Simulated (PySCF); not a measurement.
Which determinant of SF lies lowest?

Unrestricted PBE0; basis S def2-TZVPPD, F def2-TZVPPD; no relativity; PySCF 2.14. Outer shells of the fragments: S 3s2 3p4; F 2s2 2p5.

Followed along the bond (rough minima from three points):

```csv
2Ms+1,unpaired,⟨S²⟩ at the start,R at minimum (Å),Te (eV)
2,π ↑,0.76,1.60,0.00
4,"σ ↑, π ↑↑",3.75,none in the scan,≤ 2.09
```

Solutions found at the starting distance of 1.600 Å, counted from the lowest of them; the search is not exhaustive and high or unbound solutions are not listed, so other states can lie among these:

| 2Ms+1 | unpaired | term | E (eV) | ⟨S²⟩ | ⟨Lz²⟩ | μ (D) |
| --- | --- | --- | --- | --- | --- | --- |
| 2 | π ↑ | ²Π | 0.00 | 0.76 | 1.01 | -0.73 |
| 4 | σ ↑, π ↑↑ | ⁴Σ⁻ | 2.51 | 3.75 | 0.00 | -0.59 |
| 2 | σ ↑, π ↑↓ | mixed | 3.23 | 1.77 | 2.03 | -0.51 |
| 2 | σ ↓, π ↑↑ | mixed | 3.29 | 1.76 | 0.00 | -0.50 |
| 2 | σ ↑ | mixed | 4.49 | 0.75 | 2.01 | -0.31 |
| 4 | π ↑↑↑ | ⁴Π | 7.60 | 3.76 | 1.00 | 1.00 |

A term symbol is given only where ⟨S²⟩ and ⟨Lz²⟩ are close to those of a pure state; real π, δ and φ orbitals otherwise mix terms. A positive dipole means S(−)F(+).

Counting both spins, an empty level lies below a filled one in some of these solutions, because spin and occupation are held.
